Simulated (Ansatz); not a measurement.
Basis sets over 5 cases of the optimised length of bonds to hydrogen at PBE0 with Ansatz (Al to Cl present), each against its own reference: (a) the value in aug-cc-pV5Z; (b) the value in aug-cc-pVQZ; (c) the value in aug-pcseg-3; (d) the value in pcseg-3; (e) the value in pcseg-4. By their distance from other large sets or by the extrapolation step the references are unsure by up to roughly 0.0007 Å. Each level at its own minimum; unrestricted open shells; no added dispersion term; no relativity. (X+d) sets on Al to Cl for cc-pVXZ and aug-cc-pVXZ. 

Cases are drawn at random; left out are references unsure by over 0.0017 Å, doubtful singlets, and cases whose largest runs show a restricted determinant unstable towards unrestricted orbitals, <S^2> over 0.1 too high or, where CCSD(T) ran, T1 over 0.025 (0.045 for open shells). Sets are drawn from those converged to one state in every case.

Cases (SMILES) and reference values:
- S (H2S), one S-H bond length: 1.3403 Å (e)
- [SiH] (SiH), doublet, one Si-H bond length: 1.5297 Å (a)
- [SiH3] (SiH3), doublet, one Si-H bond length: 1.4841 Å (b)
- [CH](Cl)Cl, doublet, one C-H bond length: 1.0785 Å (d)
- ClO (OH-Cl), one O-H bond length: 0.9629 Å (c)

```json
[
 {"basis": "6-31G", "functions over def2-SVP (largest species, mean of cases)": "0.6", "mean signed deviation (Å)": "0.0243", "mean absolute": "0.0243", "largest": "0.0444", "within 0.005 Å": "1 of 5"},
 {"basis": "def2-SV(P)", "functions over def2-SVP (largest species, mean of cases)": "0.8", "mean signed deviation (Å)": "0.0136", "mean absolute": "0.0136", "largest": "0.0151", "within 0.005 Å": "0 of 5"},
 {"basis": "def2-SVPD", "functions over def2-SVP (largest species, mean of cases)": "1.5", "mean signed deviation (Å)": "0.0089", "mean absolute": "0.0089", "largest": "0.0117", "within 0.005 Å": "1 of 5"},
 {"basis": "def2-TZVP", "functions over def2-SVP (largest species, mean of cases)": "1.9", "mean signed deviation (Å)": "0.0018", "mean absolute": "0.0018", "largest": "0.0025", "within 0.005 Å": "5 of 5"},
 {"basis": "6-311++G(2d,2p)", "functions over def2-SVP (largest species, mean of cases)": "2.0", "mean signed deviation (Å)": "0.0007", "mean absolute": "0.0009", "largest": "0.0019", "within 0.005 Å": "5 of 5"},
 {"basis": "pcseg-2", "functions over def2-SVP (largest species, mean of cases)": "2.1", "mean signed deviation (Å)": "0.0009", "mean absolute": "0.0009", "largest": "0.0022", "within 0.005 Å": "5 of 5"},
 {"basis": "def2-TZVPP", "functions over def2-SVP (largest species, mean of cases)": "2.4", "mean signed deviation (Å)": "0.0010", "mean absolute": "0.0010", "largest": "0.0019", "within 0.005 Å": "5 of 5"},
 {"basis": "def2-TZVPPD", "functions over def2-SVP (largest species, mean of cases)": "2.9", "mean signed deviation (Å)": "0.0009", "mean absolute": "0.0009", "largest": "0.0015", "within 0.005 Å": "5 of 5"},
 {"basis": "cc-pVQZ", "functions over def2-SVP (largest species, mean of cases)": "4.2", "mean signed deviation (Å)": "-0.0001", "mean absolute": "0.0001", "largest": "0.0004", "within 0.005 Å": "5 of 5"},
 {"basis": "def2-QZVP", "functions over def2-SVP (largest species, mean of cases)": "4.4", "mean signed deviation (Å)": "0.0002", "mean absolute": "0.0003", "largest": "0.0007", "within 0.005 Å": "5 of 5"}
]
```

Among the sets for which every case ran a larger relative (same family, alike in diffuse functions, listed or not), the smallest listed that holds all cases within 0.005 Å together with them is def2-TZVP, at 1.9 times the functions of def2-SVP. Inside, though some case ran no larger relative to test it: def2-TZVPPD, cc-pVQZ, def2-QZVP. Largest deviations of relatives not listed, over the cases that ran them: 6-311++G(3df,3pd) 0.0010, def2-QZVPPD 0.0007, cc-pV5Z 0.0001, pcseg-3 0.0007, def2-QZVPP 0.0007, pcseg-4 0.0002 Å. These figures hold for the cases listed.

Ansatz is a first-principles code.
